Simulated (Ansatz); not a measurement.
`[AlH2][BH]Cl` + H₂ → `[BH2][AlH2]` + HCl at 500 K and 1 bar (hydrogenolysis of a B–Cl bond).

Calculated with Ansatz (gas phase, PBE0-D4/def2-TZVP geometries, no zero-point term in ΔE). CCSD(T)/CBS adds triple-zeta CCSD(T) − MP2 to the extrapolated MP2 energy (def2 sets, frozen cores). This one scheme is used for every species.

```tsv
species	CCSD(T)/CBS energy (Eh)	H − E (kJ/mol)	S (J/(mol·K))
`[AlH2][BH]Cl`	-728.37691	102.2	350.1
H₂	-1.17544	41.0	145.5
`[BH2][AlH2]`	-269.14094	113.4	300.6
HCl	-460.38127	32.5	201.9
```

H − E and S are ideal-gas, rigid-rotor, harmonic terms from PBE0-D4/def2-TZVP. The MP2-based limit puts H₂ 0.8 mEh under its directly extrapolated value; such offsets cancel only in part. 1 Eh = 2625.50 kJ/mol, R = 8.31446 J/(mol·K).

Task: By hand: ΔE, ΔH, ΔS and ΔG.

Result: ΔE = (-269.14094) + (-460.38127) − (-728.37691) − (-1.17544) = 0.03014 Eh = 79.1 kJ/mol. Δ(H − E) = 113.4 + 32.5 − 102.2 − 41.0 = 2.7, so ΔH = 81.8 kJ/mol. ΔS = 300.6 + 201.9 − 350.1 − 145.5 = 6.9 J/(mol·K). ΔG = 81.8 − 500 × (6.9)/1000 = 78.3 kJ/mol.

Task: By hand: the equilibrium constant, and the temperature at which ΔG would vanish if ΔH and ΔS stayed fixed.

Result: log₁₀ K = −ΔG/(RT ln 10) = -8.2. ΔG = 0 at ΔH/ΔS = 11855 K, far beyond where these terms or the molecules hold.

The number of gas molecules stays the same, so ΔS is small and ΔH decides. A doubt of 5 kJ/mol in ΔE shifts log₁₀ K by 0.5 here. These are equilibria of isolated gas molecules and say nothing of rates. Largest T1 diagnostic: 0.013 (customary marks: 0.02 for closed shells, 0.045 for open ones).
